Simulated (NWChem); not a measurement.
**Spin states of C (+1)**

```xyz
1

C      0.0000     0.0000     0.0000
```
Charge +1, spin multiplicity 2.

All runs are NWChem calculations.

Basis set: def2-TZVP. The gap is E(quartet) − E(doublet), so a negative value puts the higher spin lower. Open shells are unrestricted. The quartet is the single determinant that the SCF runs reached, with unpaired electrons in orbitals of symmetry ag and b2u and b3u (D2h labels); it need not be the lowest quartet, which in molecules with degenerate π orbitals can need several determinants. Where the lowest doublet needs several determinants, the single determinant used here isn't a pure state and places it wrongly.

B3LYP has NWChem's definition, with VWN1-RPA local correlation. No SCF solution was tested for a lower state.

Problem. One of these methods gave a vertical doublet-quartet gap of 111.5 kcal/mol. Which?
(A) PBE
(B) B3LYP
(C) BLYP
(D) PBE0

Solution. D, PBE0. The others give 124.3 (BLYP), 122.0 (B3LYP), 113.5 (PBE).
